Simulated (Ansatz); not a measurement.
# CH₂N (doublet): from Hartree-Fock to the top rungs at a displaced geometry (v2), cc-pVDZ

One table from this session's results is given with a row withheld; the runs are named, their logs left out.

The runs use Ansatz 0.2.0, Gaussian basis; cc-pVDZ, core rule «outside noble gas», up to 2 orbitals frozen.

To be run: UHF; CCSD(T) on ROHF; CCSD(T) on UHF; BCCD(T) on ROHF; CISD as a restricted active space (open shells left free, so some higher excitations enter); CCSDT(Q) on ROHF; CCSDT(Q) on UHF; CASSCF and MRCISD+Q, 11 electrons in 10 orbitals; CASSCF and NEVPT2, 11 electrons in 10 orbitals.

25 further runs of the same task are left out: 11 that didn't finish, 14 set aside as unsound or not needed. Runs told in other sessions of the task aren't counted.

### The geometry

The geometry is a PBE0/def2-TZVP stationary point (not a proven minimum) with its atoms shifted at random (size 0.100 Å).

4 atoms, charge 0, spin multiplicity 2.

Atoms are counted from 1 here; the program's logs count them from 0.

Bond lengths: N1–C2 1.228 Å, N1–H3 1.010 Å, C2–H4 1.156 Å. Angles: C2–N1–H3 118.1°, N1–C2–H4 119.1°.

The first run:

The input, in.yaml:

```yaml
crystal:
  periodic: [false, false, false]
  atoms:
    - {symbol: N, position_ang: [0.073998, -0.171902, 0.542280]}
    - {symbol: C, position_ang: [-0.090877, 0.203524, -0.615721]}
    - {symbol: H, position_ang: [-0.014256, 0.511330, 1.280372]}
    - {symbol: H, position_ang: [0.068852, -0.547729, -1.479112]}
basis:
  gaussian: {orbitals: cc-pVDZ}
magnetization: {spin_polarized: true, initial_magnetization: 1}
hamiltonian: {xc: hf}
output: {orbitals: {seedname: orbitals}}
```

Launch:

```bash
> ansatz run in.yaml --threads 1 --pin off --events-out ev --progress --plain --max-ram 2393MiB
```

Among the steps run: UHF; CCSD(T) on ROHF; CCSD(T) on UHF; BCCD(T) on ROHF; CISD as a restricted active space (open shells left free, so some higher excitations enter); CCSDT(Q) on ROHF; CCSDT(Q) on UHF; CASSCF and MRCISD+Q, 11 electrons in 10 orbitals; CASSCF and NEVPT2, 11 electrons in 10 orbitals.

One table of the session follows, with a row left open; its other results are not shown here.

It belongs to the step «Misses and costs». 

```
          method  from UCCSDT(Q) (meV)
            ROHF               +8586.8
             UHF               +8445.7
            RMP2                +885.0
            UMP2               +1025.8
            CISD                     ?
           RCCSD                +351.0
           UCCSD                +345.9
        RCCSD(T)                 +46.6
        UCCSD(T)                 +52.1
         BCCD(T)                 +48.6
          RCCSDT                 +27.9
          UCCSDT                 +27.0
       RCCSDT(Q)                  +3.5
       UCCSDT(Q)                     0
  CASSCF valence               +5013.6
  NEVPT2 valence                +943.5
  MRCISD valence                +293.1
MRCISD+Q valence                 +25.5
```

Estimate the missing values for CISD.

**Answer.** from UCCSDT(Q) (meV): +968.7. In the column «from UCCSDT(Q) (meV)» it lies between NEVPT2 valence (+943.5) and UMP2 (+1025.8).

Limits of these values: Restricted and unrestricted rows rest on different reference determinants; a gap between their highest levels can come from leftover correlation error, from unlike frozen cores or from another state.
